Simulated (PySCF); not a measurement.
nitrogen trifluoride (F₃N), SMILES FN(F)F. Atoms are numbered in the order given.

```xyz
4

F     -1.0709     0.6183    -0.1252
N      0.0000     0.0000     0.4827
F      0.0000    -1.2366    -0.1252
F      1.0709     0.6183    -0.1252
```

Geometry: B3LYP-D3(BJ)/def2-TZVP.

Calculation: PBE/def2-TZVPD (PySCF).

Mulliken values depend strongly on the basis, most of all with diffuse functions as here. ESP charges are fitted to the potential on shells at 1.4 to 2.0 van der Waals radii. Atomic charges (e):

```json
[
 {"atom": "F1", "meta-Löwdin": "-0.16", "ESP fit": "-0.02", "Mulliken": "-0.09"},
 {"atom": "N2", "meta-Löwdin": "0.48", "ESP fit": "0.05", "Mulliken": "0.27"},
 {"atom": "F3", "meta-Löwdin": "-0.16", "ESP fit": "-0.02", "Mulliken": "-0.09"},
 {"atom": "F4", "meta-Löwdin": "-0.16", "ESP fit": "-0.02", "Mulliken": "-0.09"}
]
```
